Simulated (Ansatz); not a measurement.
Rock-salt CaO was calculated with G0W0@HSE06 in Ansatz (hard PAW, contour deformation).

The cell has the measured lattice parameters. Conventional cell: a = 4.8110 Å, b = 4.8110 Å, c = 4.8110 Å, α = 90.00°, β = 90.00°, γ = 90.00°.

The quasiparticle gap at Γ at a fixed k mesh 4×4×4:

```csv
response cutoff,value (eV)
"150 eV, 213 empty bands",7.127
"200 eV, 328 empty bands",7.231
"250 eV, 459 empty bands",7.288
"300 eV, 603 empty bands",7.321
```

Problem. Taking the value to converge with the response cutoff E as E^(−3/2), extrapolate from the last two rows.

Solution. With y = y∞ + c/w and weights w = 3953 and 5196 for the last two rows, y∞ = (w2 y2 − w1 y1)/(w2 − w1) = (5196 × 7.321 − 3953 × 7.288)/1243 = 7.426 eV, which lies 0.105 beyond the last row. Successive pairs of rows give 7.424, 7.431, 7.426. The limit also hangs on the law assumed, so its last digits aren't firm.

The other settings are not extrapolated, so this is the limit in one setting alone.

At the last cutoff the smallest gap on this mesh is 6.74 eV, with an edge away from Γ.

Note: GW on a hybrid start was not checked against another program.

Ansatz is a program for electronic structure.
